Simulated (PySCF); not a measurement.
# OF₂, singlet: data card

These are results of PySCF, PBE, basis O def2-TZVP, F def2-TZVP (no relativity, density fitting), not measurements.

The structure is a minimum.

```xyz
3
charge 0 multiplicity 1, angstrom
O     0.0000    0.0000   -0.6104
F     1.1250    0.0000    0.2570
F    -1.1250    0.0000    0.2570
```

| Item | Value |
| --- | --- |
| Point group | C2v |
| Bond lengths | O–F 1.421 Å (×2) |
| Bond angles | F–O–F 104.7° |
| Principal polarisabilities | 6.5, 10.7, 18.8 bohr³ |
| Rotational constants | 1.991, 0.3505, 0.2981 cm⁻¹ |
| Entropy at 298.15 K and 1 bar | 247.8 J/(mol K) |
| Enthalpy at 298.15 K above 0 K | 10.92 kJ/mol |
| Atomisation energy without zero-point energy | 519 kJ/mol |
| Dipole moment | 0.27 D |
| Principal quadrupole moments (Buckingham, traceless) about the centre of mass | -0.55, -0.02, 0.57 D Å |
| Zero-point energy | 13.3 kJ/mol |
| Rotational symmetry number | 2 |
| Lowest empty level | -4.40 eV |
| Heat capacity Cp at 298.15 K | 43.4 J/(mol K) |
| Highest occupied level | -7.63 eV |

Harmonic modes (masses in u: O 15.995, F 18.998):
```tsv
symmetry	ω (cm⁻¹)	IR (km/mol)	μ (u)
a1	450	0.6	18.51
b2	798	135	17.08
a1	971	10.7	17.18
```

In C2v the vibrations span 2a1 + b2. Here b1 is antisymmetric to the molecular plane and b2 lies in it.

Charges (e):
```json
{"atom": "O1", "Mulliken": "0.10", "Löwdin": "0.03", "polar tensor": "0.53", "Mayer order to O1": "–"}
{"atom": "F2,3", "Mulliken": "-0.05", "Löwdin": "-0.02", "polar tensor": "-0.26", "Mayer order to O1": "0.96"}
```

Mulliken populations on O1: s 3.95, p 3.87, d 0.07, f 0.00.

Outer orbital energies (eV). occupied: -23.60, -15.60, -14.07, -12.94, -10.79, -10.76, -10.52, -7.63; empty: -4.40, -3.44, 8.49, 9.26.

Counting electrons, oxygen keeps 4 of its valence electrons outside its bonds, so the VSEPR class is AX2E2 and the expected shape is bent (C2v), as computed.

The final relaxation and frequency run took 11 s on 2 threads of a shared Arm Neoverse V2 host, with 93 basis functions and 8 gradients; the process peaked at 0.75 GiB.
